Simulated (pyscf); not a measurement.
HF + HO–BH–F -> F–BH–F + H₂O, a four-centre exchange (singlet surface; F–H, B–O broken, B–F, H–O formed). Single points on ωB97X-D3(BJ)/def2-SVP structures (PySCF, gas phase). MP2 and CC: frozen core, UHF for open shells. ΔMP2 is the change of the MP2 total energy from the triple- to the quadruple-zeta basis. Energies in kcal/mol from the separated reactants.

AM1 to PM7: differences of heats of formation from MOPAC. 

Q: Quick PM7 single points give ΔE‡ = 20.8 kcal/mol and ΔE = -6.8 kcal/mol. What does CCSD(T)/def2-TZVPP + ΔMP2(QZVPP) give, and how far is the quick result from it?

A: CCSD(T)/def2-TZVPP + ΔMP2(QZVPP) gives ΔE‡ = 15.8 kcal/mol and ΔE = -2.4 kcal/mol. PM7 lies 5.1 kcal/mol over it in the barrier and 4.4 kcal/mol under it in the reaction energy, so on this step it does not hold to within 3.0 kcal/mol. CCSD(T)/def2-TZVPP + ΔMP2(QZVPP) has limits of its own. On the reactant side the descent ends in a complex, 4.6 kcal/mol under the separated species and 18.1 kcal/mol under the saddle at ωB97X-D3(BJ)/def2-TZVP. On the product side the descent ends in an adduct with a B–O contact, 8.0 kcal/mol under the separated species and 24.0 kcal/mol under the saddle at ωB97X-D3(BJ)/def2-TZVP. What is counted as broken (B–O) persists as a longer contact in the product adduct; parting that adduct is a step of its own. At ωB97X-D3(BJ) the barrier from the zero used here is 13.5 kcal/mol. This is the saddle that the search found; another between the same sides may lie lower. The CCSD(T) − MP2 part came from Ansatz, without density fitting, on the same reference.
